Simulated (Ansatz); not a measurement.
Process, species as SMILES: CO (CH3-OH) + [H][H] (H2) → C (CH4) + O (H2O)
B3LYP-D3(BJ)/def2-TZVP geometries, fixed; electronic energies without zero-point terms.
Largest species:
```
C
H 1 1.0891
H 1 1.0957 2 108.34
H 1 1.0957 2 108.34 3 -117.92
O 1 1.4207 2 106.80 3 121.04
H 5 0.9621 1 108.72 2 -180.00
```

Effect of the final integration grid (spheres per factor e of radius in core and valence, angular degree) at PBE0/def2-TZVPP with Ansatz (a first-principles code), against the last row, where the energy of full hydrogenation is -30.07 kcal/mol. The default's grid is 13, 11, 36.

```csv
setting,largest shift of a total energy (mEh),shift of the energy of full hydrogenation (kcal/mol)
accuracy: medium (default),0.000,0.000
"final_grid: 4, 3, 11",1.550,-1.372
"final_grid: 6, 5, 17",-0.113,-0.035
"final_grid: 8, 7, 23",-0.029,-0.023
"final_grid: 10, 9, 29",-0.003,0.000
"final_grid: 18, 15, 47",0.000,0.000
"final_grid: 26, 22, 59",0.000,0.000
```

Within 0.3 kcal/mol in the energy of full hydrogenation: accuracy: medium (default); final_grid: 6, 5, 17; final_grid: 8, 7, 23; final_grid: 10, 9, 29; final_grid: 18, 15, 47. The largest shift is 1.550 mEh in a total energy and 1.372 kcal/mol in the difference.
